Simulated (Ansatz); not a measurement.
The same path of CH₄NSi (7 atoms, charge -1, multiplicity 1) was run twice with different band settings. The coordinate that changes most is the dihedral H5–Si2–N3–H7.

All numbers below come from Ansatz, RKS PBE0-D4/def2-SVP.

Relaxed end points:

```xyz
7
Properties=species:S:1:pos:R:3
C -1.182 -0.910 -0.948
Si -0.274 0.355 -0.256
N 1.251 -0.010 0.614
H -2.060 -0.575 -1.541
H -0.316 1.882 -0.075
H 1.220 0.282 1.591
H 1.361 -1.025 0.615
```

```xyz
7
Properties=species:S:1:pos:R:3
C -1.524 -0.778 -0.440
Si -0.256 0.348 -0.282
N 1.046 0.067 0.918
H -2.329 -0.474 -1.145
H 0.237 1.673 -0.891
H 0.860 -0.836 1.356
H 1.967 -0.001 0.485
```

Common settings: movable images 5; climbing image yes; optimiser quadratic models (default); start path IDPP; force threshold 0.05 eV/Å; iteration limit 60; end points relaxed.

| run | spring |
| --- | --- |
| 1 | 5.0 eV/Å² |
| 2 | 0.5 eV/Å² |

Task: What does each run give, and how far can it be trusted?

Result: Run 1: converged after 7 iterations, highest image 0.065 eV above the first end. A vibrational analysis at the climbing image gives one clearly imaginary mode, 212i cm⁻¹: a first-order saddle point.
Run 2: converged after 7 iterations, highest image 0.065 eV above the first end. Another band between the same ends (5 images) ends at a top of the same energy, where a vibrational analysis finds 1 clearly imaginary mode.
Limits of this set-up: an anion without diffuse functions, the dipole of an ion depends on the origin.
